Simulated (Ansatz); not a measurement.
Reaction (substitution at a C–C bond): `C=C(C)C(C)=O` + HCl → `CC(=O)Cl` + propene

Calculated with Ansatz (gas phase, PBE0-D4/def2-TZVP geometries, no zero-point term in ΔE). CCSD(T)/CBS adds triple-zeta CCSD(T) − MP2 to the extrapolated MP2 energy (def2 sets, frozen cores). This one scheme is used for every species. Functionals use def2-TZVPP. One conformer a species, not always the lowest.

```json
{"species": "`C=C(C)C(C)=O`", "r2SCAN energy (Eh)": "-270.50115"}
{"species": "HCl", "r2SCAN energy (Eh)": "-460.78587"}
{"species": "`CC(=O)Cl`", "r2SCAN energy (Eh)": "-613.41554"}
{"species": "`C=CC`", "r2SCAN energy (Eh)": "-117.87085"}
```

Task: Work out ΔE.

Result: ΔE = (-613.41554) + (-117.87085) − (-270.50115) − (-460.78587) = 0.00063 Eh = +0.02 eV. CCSD(T)/CBS gives +0.17 eV.

Largest T1 diagnostic among the species: 0.014.

In def2-TZVPP, CCSD(T) changes the Hartree–Fock value by +0.06 eV (the triples alone add −0.01 eV) and MP2 by +0.05 eV. The D4 term adds +0.08 eV with B3LYP and +0.05 eV with PBE0; it sums over pairs of atoms, weighted by their polarisabilities, and B3LYP, whose exchange is more repulsive, gets the larger term. From PBE to PBE0 (25 % exact exchange), in def2-TZVPP and without D4, ΔE moves by +0.10 eV.

B3LYP here is the variant with VWN-RPA as its local correlation; programs differ in this.
